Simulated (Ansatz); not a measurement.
Results of HSE06-D3(BJ) (Ansatz, a quantum-chemistry and plane-wave program, plane waves, PAW) for hcp Ru.

Settings: plane-wave cutoff 460 eV, 12×12×6 k mesh (along the axes of the cell as run), Fermi–Dirac smearing 0.05 eV, no spin polarisation, scalar-relativistic PAW data made under PBE.

Computed at the level's own relaxed cell.

Question: Give the computed lattice constant a and c axis length.

Answer: 
* **lattice constant a**: 2.655 Å
* **c axis length**: 4.199 Å

Measured, for comparison: lattice constant a 2.706 Å (293 K, not corrected to a static lattice, our sources range from 2.700 to 2.706; as tabulated in Wikipedia's data pages); lattice parameter c 4.282 Å (293 K, not corrected to a static lattice; as tabulated in Wikipedia's data pages). Computed (rounded) less measured: lattice constant a -1.9 % (-1.7 % to -1.9 % over the range), lattice parameter c -1.9 %. A static lattice is as a rule a little smaller and stiffer than an uncorrected measurement, which narrows the difference in the lattice constant a, lattice parameter c and would widen misses of the other sign.

Cost on a shared machine: about 21 core-minutes (a rough figure).
